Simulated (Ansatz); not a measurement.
`[AlH2][SiH2]S` and `N[SiH2]S` differ in one atom or group.

Ansatz, PBE0-D4/def2-TZVP geometries, multiplicity 1. Each molecule was computed in one conformer, which needn't be the lowest.

```csv
property,`[AlH2][SiH2]S`
LUMO energy (ωB97M-V/def2-TZVPP) / eV,-0.55
size of the dipole moment (B3LYP/def2-TZVPP) / D,0.88
"ideal-gas entropy at 298 K and 1 bar (rigid rotor, harmonic PBE0-D4/def2-TZVP) / J/(mol·K)",341
LUMO energy (PBE/def2-TZVPP) / eV,-2.95
size of the dipole moment (PBE/def2-TZVPP) / D,0.83
HOMO energy (PBE0/def2-TZVPP) / eV,-7.37
```

(1) Give the same properties after the change, and the shifts. (An estimate is asked.)

## Answers

(1) Ansatz gave: 
| property | `N[SiH2]S` | shift |
| --- | --- | --- |
| LUMO energy (ωB97M-V/def2-TZVPP) / eV | 1.90 | 2.45 |
| size of the dipole moment (B3LYP/def2-TZVPP) / D | 1.13 | 0.25 |
| ideal-gas entropy at 298 K and 1 bar (rigid rotor, harmonic PBE0-D4/def2-TZVP) / J/(mol·K) | 315 | -26 |
| LUMO energy (PBE/def2-TZVPP) / eV | -0.59 | 2.36 |
| size of the dipole moment (PBE/def2-TZVPP) / D | 1.17 | 0.34 |
| HOMO energy (PBE0/def2-TZVPP) / eV | -7.19 | 0.18 |

With PBE0 the HOMO rises by 0.18 eV and the LUMO rises by 2.47 eV, so the gap widens by about 2.29 eV. PBE moves the HOMO by 0.21 eV and ωB97M-V by 0.15 eV. Dipoles are sizes alone; their direction can turn.

B3LYP here is the variant with VWN-RPA as its local correlation; programs differ in this.
